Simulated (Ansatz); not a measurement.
# PNH2 (triplet): the correlation ladder, def2-QZVPP

The task here is to estimate one member of a computed series from the others.

The runs use Ansatz 0.2.0, Gaussian basis; def2-QZVPP, core rule «outside noble gas», up to 6 orbitals frozen.

To be run: UHF; ROHF; CCSD(T) on UHF.

2 further runs of the same task are left out: 2 set aside as unsound or not needed.

### The geometry

The geometry is a PBE0/def2-TZVP stationary point (not a proven minimum) of the parent state, kept for this charge and spin.

4 atoms, charge 0, spin multiplicity 3.

Atoms are counted from 1 here; the program's logs count them from 0.

Bond lengths: N1–P2 1.628 Å, N1–H3 1.013 Å, N1–H4 1.013 Å. Angles: P2–N1–H3 123.6°, P2–N1–H4 123.6°, H3–N1–H4 112.8°.

The first run:

in.yaml reads:

```yaml
crystal:
  periodic: [false, false, false]
  atoms:
    - {symbol: N, position_ang: [0.000000, 0.000000, 1.048831]}
    - {symbol: P, position_ang: [0.000000, 0.000000, -0.579049]}
    - {symbol: H, position_ang: [0.000000, 0.843898, 1.609559]}
    - {symbol: H, position_ang: [0.000000, -0.843898, 1.609559]}
basis:
  gaussian: {orbitals: "def2-QZVPP.json"}
magnetization: {spin_polarized: true, initial_magnetization: 2}
hamiltonian: {xc: hf}
output: {orbitals: {seedname: orbitals}}
```

The run is started by

```sh
$ ansatz run in.yaml --threads 1 --pin off --events-out ev --progress --plain --max-ram 2393MiB
```

Among the steps run: UHF; ROHF; CCSD(T) on UHF.

One of the session's tables, all rows but one given; the rest of the session is left out.

```
  method  from UCCSD(T) (kcal/mol)
    ROHF                   +242.47
     UHF                   +237.70
    UMP2                         ?
   UCCSD                     +9.85
UCCSD(T)                         0
```

**Question.** Estimate the row for UMP2.

The run gave: from UCCSD(T) (kcal/mol): +23.11. In the column «from UCCSD(T) (kcal/mol)» it lies between UCCSD (+9.85) and UHF (+237.70).
